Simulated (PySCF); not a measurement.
PF₃.
Z-matrix (Å and degrees, PBE0-D3(BJ)/def2-TZVP geometry), rows numbered from 1:
```
F 
P   1  1.5718
F   2  1.5715  1   97.55
F   2  1.5720  1   97.58  3    98.70
```

Computed with TDDFT CAM-B3LYP/aug-cc-pVTZ, vertical, gas phase, core orbitals frozen in the response (PySCF). Geometry: PBE0-D3(BJ)/def2-TZVP; no solvent, vibrations or thermal averaging.

Kohn–Sham orbitals with the atoms that hold most of them (Löwdin shares over 4%, at most four atoms; ? is withheld):

```csv
orbital,ε (eV),atoms
HOMO-3,-14.54,"F3 47%, F1 36%, F4 10%, P2 8%"
HOMO-2,-14.54,"F4 52%, F1 26%, F3 15%, P2 8%"
HOMO-1,-14.15,?
HOMO,-10.76,"P2 59%, F4 14%, F1 14%, F3 14%"
LUMO,0.39,"P2 76%, F3 9%, F4 8%, F1 8%"
LUMO+1,0.39,"P2 76%, F1 9%, F4 8%, F3 7%"
LUMO+2,1.10,"P2 86%, F4 4%, F1 4%, F3 4%"
```

(1) Give the leading atoms of the HOMO-1.

Results:

(1) F4 (bonded to P) 31%; F1 (bonded to P) 31%; F3 (bonded to P) 31%; P2 (bonded to 3 F) 6%. By element: fluorine 94%, phosphorus 6%.

Within 0.005 eV of a neighbour in this list lie HOMO-3/HOMO-2 and LUMO/LUMO+1 (point group found: C3v); within a degenerate set the shares of single atoms can hang on how the components are chosen.

Q: The HOMO–LUMO gap is 11.14 eV. Where does the response calculation put the lowest singlet, and from which orbitals?

A: S1 is at 7.89 eV (f = 0.185), 3.25 eV below the gap, made of HOMO→LUMO/LUMO+1 (≥94%). S1/S2 lie within about 0.01 eV of each other. Without the coupling terms of the response equations the lowest excitation would equal the gap.

Next come S2 at 7.89 eV (f 0.185), HOMO→LUMO/LUMO+1 (≥94%); S3 at 9.01 eV (f 0.115), HOMO→LUMO+2 (90%); S4 at 9.23 eV (f 0.104), HOMO→LUMO+3 (88%), HOMO→LUMO+2 (8%); S5 at 10.13 eV (f 0.0002), HOMO→LUMO+4 (89%).

Orbitals of the list HOMO-3 to LUMO+2 that lie within 0.01 eV of each other are written together with a slash and their weights summed (≥ marks a lower bound); for degenerate orbitals outside that list single weights are arbitrary.

Löwdin shares depend on the basis, the more so with diffuse functions.
